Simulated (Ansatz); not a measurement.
# CH5Al: the cost of one run

The runs use Ansatz 0.2.0, Gaussian basis; CAM-B3LYP-D4/def2-SVP.

**1. The system as given**

The start, a first-order saddle point found at PBE0-D4 in triple zeta: 7 atoms, charge 0, spin multiplicity 1.

Atoms are counted from 1 here; the program's logs count them from 0.

Bond lengths: Al1–H2 1.770 Å, Al1–H3 1.816 Å, Al1–C4 2.237 Å, C4–H5 1.096 Å, C4–H6 1.094 Å, C4–H7 1.094 Å. Angles: H2–Al1–H3 33.4°, H2–Al1–C4 41.6°, H3–Al1–C4 74.9°, Al1–C4–H5 136.0°, Al1–C4–H6 98.6°, Al1–C4–H7 98.5°, H5–C4–H6 106.9°, H5–C4–H7 106.8°, H6–C4–H7 107.7°.

Geometry (Å):

```xyz
7
charge 0, multiplicity 1
Al   -1.6897    0.0550   -0.3634
H    -0.0875   -0.6502   -0.6226
H    -0.7010   -1.1751   -1.2625
C     0.3978    0.3195    0.3949
H     1.3712   -0.1459    0.2021
H     0.1986    0.2089    1.4652
H     0.5106    1.3879    0.1863
```

**2. Dynamics**

Contents of md/in.yaml:

```yaml
crystal:
  periodic: [false, false, false]
  atoms:
    - {symbol: Al, position_ang: [-1.689706, 0.055033, -0.363438]}
    - {symbol: H, position_ang: [-0.087465, -0.650179, -0.622599]}
    - {symbol: H, position_ang: [-0.701038, -1.175132, -1.262530]}
    - {symbol: C, position_ang: [0.397801, 0.319479, 0.394866]}
    - {symbol: H, position_ang: [1.371205, -0.145864, 0.202143]}
    - {symbol: H, position_ang: [0.198646, 0.208892, 1.465208]}
    - {symbol: H, position_ang: [0.510556, 1.387871, 0.186349]}
basis:
  gaussian: {orbitals: def2-SVP}
hamiltonian: {xc: {name: CAM-B3LYP}, dispersion: d4}
md: {n_steps: 80, timestep: 0.25, temperature: 700, ensemble: nve, seed: 105, initial_velocities: maxwell_boltzmann}
```

Command:

```console
ansatz run in.yaml --threads 2 --pin off --events-out ev --progress --plain --max-ram 4352MiB
```

**Question.** How long does this run take on 2 threads of Arm Neoverse V1, shared host?

About 59 s.
